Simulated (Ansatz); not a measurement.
**Abstraction of Cl: SiH2(SiH3)Cl + C4H9O → SiH3(SiH2) + C4H9ClO**

Species: SiH2(SiH3)Cl, singlet; C4H9O `[CH2]COCC`, doublet; SiH3(SiH2), doublet; C4H9ClO (2-chloroethyl ethyl ether) `CCOCCCl`, singlet. A radical takes Cl: the energy is the difference in strength between the Si–Cl bond broken and the C–Cl bond made.

Shapes, held fixed at every level: PBE0-D4/def2-TZVP. Flexible molecules stand in one conformer, not always the lowest. Programs: Ansatz 0.2.0. Electronic energies: no zero-point or thermal term.

| level | kind | ΔE (kJ/mol) | less CCSD(T)/CBS estimate |
| --- | --- | --- | --- |
| HF/def2-TZVPP | Hartree–Fock | +101.6 | +26.3 |
| r2SCAN-D4/def2-TZVPP | meta-GGA | +81.6 | +6.3 |
| B3LYP-D4/def2-TZVPP | global hybrid | +79.4 | +4.1 |
| wB97X-V/def2-TZVPP | range-separated hybrid | +78.2 | +2.9 |
| B2PLYP/def2-TZVPP | double hybrid | +76.7 | +1.4 |
| CCSD(T)/def2-TZVPP | coupled cluster or CI | +70.9 | -4.4 |
| CCSD(T)/CBS estimate | coupled cluster or CI | +75.3 | 0.0 |

The highest level, CCSD(T)/CBS estimate, gives ΔE = +75.3 kJ/mol; the levels span +70.9 to +101.6. The column of differences is taken from that level and isn't an error. No measured value is set beside it here. Open shells run unrestricted. The CBS estimate extrapolates MP2 from def2-TZVPP and def2-QZVPP and adds CCSD(T) − MP2 in the triple-zeta set, cores frozen.
